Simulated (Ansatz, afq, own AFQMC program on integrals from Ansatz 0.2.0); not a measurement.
# GeH$_{2}$O, singlet: AFQMC among the cluster methods

```yaml
atoms:
  - { symbol: Ge, position_ang: [0.0000, -0.0451, 0.3362] }
  - { symbol: O, position_ang: [0.0000, 0.1518, -1.4436] }
  - { symbol: H, position_ang: [0.0000, 1.5359, 0.5766] }
  - { symbol: H, position_ang: [0.0000, -0.6985, -1.8920] }
```

Connectivity, by distances: GeH–OH.

Basis cc-pVDZ. Noble-gas cores (and the filled d shells of Ga–Kr and In–Xe) are frozen. AFQMC by an in-house program on the Cholesky factors that Ansatz 0.2.0 writes for its CCSD(T) run. ph-AFQMC/CISD is guided by a CISD state made of CCSD amplitudes; releasing the constraint for a short imaginary time cuts its bias at the price of noise, slowly where states lie close. ± is one standard error of the sampling. No spin–orbit coupling.

Determinant: RHF, the one that the program's search chose, which needn't be the lowest solution. The geometry is a point of a scan.

No full CI on the walks' own integrals is used here. The released AFQMC energy serves as the reference, which it does only where one determinant dominates, the energy is flat over the last release times and near the phaseless one (40 meV or 2 meV an electron, half that with transition metals). On small molecules, where full CI could be run and the noise was under 10 meV, such values lay within 10 meV of it in 19 cases of 20, a flattering rate, since the rule was set on those same cases; what remains of the bias isn't in the error bar.

Cautions: no relativity below Rb; no spin-orbit coupling; inner d shell frozen; higher spins were not checked; raised T1 diagnostic (T1 0.021, weight of the determinant 0.88, largest double 0.07); the ph-AFQMC/HF walk drifts between its halves (2.4 errors); the released value is read at 2.40 1/Eh with a noise of 26 meV, more than in the cases checked (meV from the phaseless value at times in 1/Eh: 11 ± 17 at 0.24, 10 ± 14 at 0.51, 1 ± 15 at 0.99, -7 ± 17 at 1.62, -18 ± 26 at 2.40).

```
T1 diagnostic                               : 0.0212
weight of the determinant in the CISD state : 0.878
size of the correlated space                : 12 electrons in 36 orbitals
```

Reference: AFQMC with the constraint released, correlation energy -8.277 ± 0.026 eV.

| level | E − E(reference) (kJ/mol) | share of correlation (%) |
| --- | --- | --- |
| HF | 798.6 ± 2.5 | 0.00 |
| MP2 | 79.6 ± 2.5 | 90.03 |
| CCSD | 24.3 ± 2.5 | 96.96 |
| CCSD(T) | 4.5 ± 2.5 | 99.44 |
| ph-AFQMC/HF | -5.6 ± 8.2 | 100.70 |
| ph-AFQMC/CISD | 1.7 ± 3.1 | 99.79 |

A walk keeps the symmetry of its determinant, which the program's search chose and which needn't be the lowest solution, so a lower state of the same spin and another symmetry isn't excluded. Released energies are given only where the last usable release times agree within the noise; a slower fall can still hide under it.
